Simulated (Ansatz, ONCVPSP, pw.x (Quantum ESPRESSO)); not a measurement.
Equation-of-state test of one ONCV potential (magnesium (Mg))

* Element: magnesium
* Generator: ONCVPSP 4.0.1.1 (patched build)
* Type: optimised norm-conserving Vanderbilt (ONCV)
* Functional: PBEsol
* Relativity: scalar-relativistic
* Frozen core: [Ne]
* Valence charge: 2
* Reference configuration: 3s2
* Partial waves: 3s: rc 1.75 bohr, ncon 3, nbas 8, qcut 3 1/bohr, 2 projectors, debl 1.8 Ha; p scattering state at 0.36 Ha: rc 1.90 bohr, ncon 4, nbas 8, qcut 4 1/bohr, 2 projectors, debl 2.3 Ha; d scattering state at 0.1 Ha: rc 1.65 bohr, ncon 4, nbas 7, qcut 5.6 1/bohr, local
* Local potential: the d channel
* Core correction: Teter function, fcfact 4.25, rcfact 1.6

Atomic tests: cutoffs needed: 3.6 Ha and 5.9 Ha (the cutoffs (Ha) at which the residual kinetic energy of the hardest occupied pseudo-wave falls to 1 and 0.1 mHa per electron) The cutoffs count occupied waves only; projector 2 of the s channel, the hardest unoccupied one, needs 93 Ha at the loose tolerance.; ghost test: no bound ghost flagged; GHOST(+) flagged for s at 58.9 eV; largest excitation error: -90 meV (all-electron minus pseudo) for 3s0 3p1, out of 4 test configurations.

Crystal test: fcc Mg in pw.x 7.5, no spin, 13³ k-points, Fermi–Dirac smearing 0.01 Ry, cutoffs 50/200 Ry. The reference is all-electron LAPW (Ansatz 0.2.0) with the same functional, mesh and smearing; V0 and B0 come from Birch–Murnaghan fits to the pressures at five volumes. Errors are pseudo minus all-electron; Δ is the rms difference of the E(V) curves that follow from these fits, minima aligned, over ±6 % about the mean V0. Mesh and smearing are coarse, so the numbers serve the comparison and aren't converged zero-temperature values; the lattice is a test structure that the element need not adopt.

All-electron: a0 = 4.495 Å (V0 = 22.71 Å³/atom), B0 = 36.4 GPa.

How far does the potential miss the all-electron equation of state?

mean pressure error (GPa): -1.06; a0 (Å): 4.455; a0 error (%): -0.89; B0 error (%): +15.8; Δ (meV/atom): 5.1. This is a poor potential for the solid.

```csv
V (Å³/atom),P all-electron (GPa),P pseudo (GPa)
21.593,2.02,1.04
22.161,0.93,-0.10
22.729,-0.03,-1.10
23.297,-0.89,-1.98
23.865,-1.64,-2.75
```

At the middle volume, how do free energy and pressure move when the wave cutoff is lowered (ecutrho kept at four times it)?

| cutoff (Ry) | shift of F (meV/atom) | shift of P (GPa) |
| --- | --- | --- |
| 22 | +6.4 | +0.12 |
| 30 | +4.0 | +0.05 |
| 40 | +1.4 | +0.10 |

Input at the middle volume:

```
&control
  calculation='scf', prefix='x', pseudo_dir='./', outdir='./tmp', tstress=.true., disk_io='low'
/
&system
  ibrav=0, nat=1, ntyp=1, ecutwfc=50, ecutrho=200, nbnd=8,
  occupations='smearing', smearing='fd', degauss=0.01
/
&electrons
  conv_thr=1e-09, mixing_beta=0.4, electron_maxstep=70
/
ATOMIC_SPECIES
Mg 1.0 Mg.UPF
CELL_PARAMETERS angstrom
  0.00000000 2.24827852 2.24827852
  2.24827852 0.00000000 2.24827852
  2.24827852 2.24827852 0.00000000
ATOMIC_POSITIONS crystal
Mg 0.0000 0.0000 0.0000
K_POINTS automatic
13 13 13 0 0 0
```

```bash
pw.x < Mg.scf.in > Mg.scf.out
```

Lines of the output:

```
Message from routine setup:
     using ibrav=0 with symmetry is DISCOURAGED, use correct ibrav instead
     lattice parameter (alat)  =       6.0085  a.u.
     unit-cell volume          =     153.3829 (a.u.)^3
     number of electrons       =         2.00
     number of Kohn-Sham states=            8
     kinetic-energy cutoff     =      50.0000  Ry
     charge density cutoff     =     200.0000  Ry
     scf convergence threshold =      1.0E-09
     Exchange-correlation= PBESOL
     number of k points=    84  Fermi-Dirac smearing, width (Ry)=  0.0100
     iteration #  1     ecut=    50.00 Ry     beta= 0.40
     total energy              =      -2.25066939 Ry
     estimated scf accuracy    <       0.00383959 Ry
     iteration #  2     ecut=    50.00 Ry     beta= 0.40
     total energy              =      -2.25032052 Ry
     estimated scf accuracy    <       0.00131837 Ry
     iteration #  3     ecut=    50.00 Ry     beta= 0.40
     total energy              =      -2.25033927 Ry
     estimated scf accuracy    <       0.00000115 Ry
     iteration #  4     ecut=    50.00 Ry     beta= 0.40
     c_bands:  1 eigenvalues not converged
     c_bands:  1 eigenvalues not converged
     total energy              =      -2.25034023 Ry
     estimated scf accuracy    <       0.00000007 Ry
     iteration #  5     ecut=    50.00 Ry     beta= 0.40
     total energy              =      -2.25034024 Ry
     estimated scf accuracy    <          3.9E-09 Ry
     iteration #  6     ecut=    50.00 Ry     beta= 0.40
     the Fermi energy is     3.5821 ev
!    total energy              =      -2.25034024 Ry
     estimated scf accuracy    <          3.9E-10 Ry
     smearing contrib. (-TS)   =      -0.00199436 Ry
     The total energy is F=E-TS. E is the sum of the following terms:
     one-electron contribution =       1.33195689 Ry
     hartree contribution      =       0.00431590 Ry
     xc contribution           =      -1.42634110 Ry
     ewald contribution        =      -2.15827756 Ry
     convergence has been achieved in   6 iterations
          total   stress  (Ry/bohr**3)                   (kbar)     P=      -11.01
```

The run at the middle volume (84 k-points, 6 iterations) took about 14 s on one core of a shared host (Neoverse-N1, 64 threads, 124 GiB, load 58).
